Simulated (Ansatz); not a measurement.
Reaction (SMILES): ClF (F-Cl) → Cl atom + F atom
B3LYP-D3(BJ)/def2-TZVP geometries, fixed; electronic energies without zero-point terms.
Largest species:
```
F
Cl 1 1.6409
```
Charge 0, spin multiplicity 1.

Basis-set convergence of the atomisation energy at MP2 with Ansatz (a quantum-chemistry and plane-wave program). All functions are spherical. Cores are frozen. Open shells are unrestricted. No added dispersion term, no relativity. Functions are those of the species that has most. Reference: Hartree-Fock in aug-cc-pV(5+d)Z plus the correlation part extrapolated as X^-3 from aug-cc-pV(Q+d)Z and aug-cc-pV(5+d)Z, 69.00 kcal/mol, itself unsure by roughly 0.27 kcal/mol (a third of the extrapolation step and of the last Hartree-Fock step). Deviations are taken from unrounded values.

```csv
basis,functions
def2-SVP,32
def2-SVPD,50
def2-TZVP,68
def2-TZVPP,73
def2-TZVPD,86
def2-TZVPPD,91
def2-QZVPP,127
def2-QZVPPD,145
```

Q: Which is the smallest def2 set listed that can be trusted to 1 kcal/mol here, that is, within that of the reference together with its larger relatives (same family, alike in diffuse functions; a set with none to test it counts only in the reference's own line)?

A: Of the sets listed that have larger relatives (same family, alike in diffuse functions), none stays within 1 kcal/mol of the reference together with them. Value minus reference: def2-SVP -18.26, def2-SVPD -14.44, def2-TZVP -6.62, def2-TZVPP -6.49, def2-TZVPD -5.41, def2-TZVPPD -5.34, def2-QZVPP -2.79, def2-QZVPPD -2.54 kcal/mol.
